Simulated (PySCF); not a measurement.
NP.
InChI=1S/NP/c1-2

Level of theory: PBE0/def2-TZVP geometry optimisation, gas phase (PySCF 2.14.0).

Take the most abundant isotopes and a rigid rotor. 

(1) What are the moment of inertia and the rotational constant?

(2) List the first levels of a rigid rotor in a Σ state.

(3) Where do the first rotational lines fall?

(4) Estimate the classical rotational partition function at 100 K, 298.15 K and 500 K.

Results:

(1) I = 21.106 u·Å², B = 505379 MHz·u·Å²/I = 23944 MHz (0.7987 cm⁻¹, or 1.149 K as hB/k). For two atoms I = μr² with μ = 9.6434 u and r = 1.4794 Å.

(2) E(J) = BJ(J+1): J = 1: 1.597, J = 2: 4.792, J = 3: 9.584, J = 4: 15.974, J = 5: 23.961, J = 6: 33.545 cm⁻¹.

(3) The dipole is 2.84 D; J+1 ← J lies at 2B(J+1): 1 ← 0 at 47.89 GHz, 2 ← 1 at 95.78 GHz, 3 ← 2 at 143.67 GHz, 4 ← 3 at 191.55 GHz, 5 ← 4 at 239.44 GHz, 6 ← 5 at 287.33 GHz.

(4) Point group C∞v, symmetry number σ = 1; q = kT/(σhB), k/h = 20836.6 MHz/K: 87.0 at 100 K, 259 at 298.15 K, 435 at 500 K.

Not checked by PBE0/def2-TZVP frequencies. No vibrational averaging or centrifugal distortion is included, and the geometry carries the error of its method.

The run took 1.9 s of wall time on one thread of an Arm Neoverse V1, shared host, and the process peaked at 0.28 GiB of memory. That covers the optimisation of the geometry.
